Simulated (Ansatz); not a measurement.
```yaml
crystal:
  periodic: [false, false, false]
  atoms:
    - {symbol: Co, position_ang: [0.000000, 0.000000, 0.000000]}
    - {symbol: F, position_ang: [0.000000, 0.000000, 1.830000]}
basis:
  gaussian: {orbitals: def2-TZVP}
hamiltonian: {xc: pbe0}
relax: {f_tol: 0.004, max_steps: 80}
```

```sh
$ ansatz run in.yaml --threads 1 --pin off --events-out ev --progress --plain --max-ram 2176MiB
```

Steps of the relaxation (energy above the last step; positions in Å, forces in eV/Å):

```
2
step 1, 62.4 meV
Co    0.000    0.000    0.000    0.000    0.000    1.449
F     0.000    0.000    1.830    0.000    0.000   -1.449
```

```
2
step 2, 19.3 meV
Co    0.000    0.000    0.019    0.000    0.000    0.862
F     0.000    0.000    1.811    0.000    0.000   -0.862
```

```
2
step 3, 0.7 meV
Co    0.000    0.000    0.044    0.000    0.000   -0.180
F     0.000    0.000    1.786    0.000    0.000    0.180
```

```
2
step 5, 0.0 meV
Co    0.000    0.000    0.040    0.000    0.000    0.000
F     0.000    0.000    1.790    0.000    0.000    0.000
```

Close pairs at the end: Co1–F2 1.750 Å.

A stationary point of restricted PBE0 after 5 steps (its stability towards spin polarisation wasn't tested). 14 s on 1 thread of Intel Xeon Platinum 8488C, shared host.
